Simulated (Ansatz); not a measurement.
## Correlation methods on CH₄FO (charge -1), singlet

Program: Ansatz, Gaussian basis, development build; BCCD by scripts on PySCF. Settings: cc-pVDZ; 3 core orbitals frozen; no relativity. Perturbation and coupled-cluster methods stand on the Hartree–Fock determinant that coupled cluster favours (restricted). 

Geometry (Å). A bond is stretched, to 1.32 times the sum of the covalent radii.

```xyz
7

F     1.8506   -0.0132   -0.0001
C     0.0909    0.0106    0.0003
H     0.0409    1.0796   -0.0118
H     0.0372   -0.5280   -0.9229
H     0.0375   -0.5075    0.9351
O    -1.8928    0.1033   -0.0001
H    -2.1738   -0.8151    0.0000
```

Correlation energy of CCSD(T), then each method's total less that of CCSD(T), in eV:

| case | E corr CCSD(T) | BCCD | BCCD(T) | determinant |
| --- | --- | --- | --- | --- |
| RHF | -15.835 | +0.375 | -0.003 | – |

Q: Give CCSDT(Q) less CCSD(T). Is CCSD(T) good to 1 kcal/mol?

A: RHF: -0.062 eV (outside).

Q: Which method comes nearest to CCSDT(Q) in total energy?

A: BCCD(T), 0.059 eV away; next CCSD(T) (0.062 eV), last BCCD (0.437 eV).
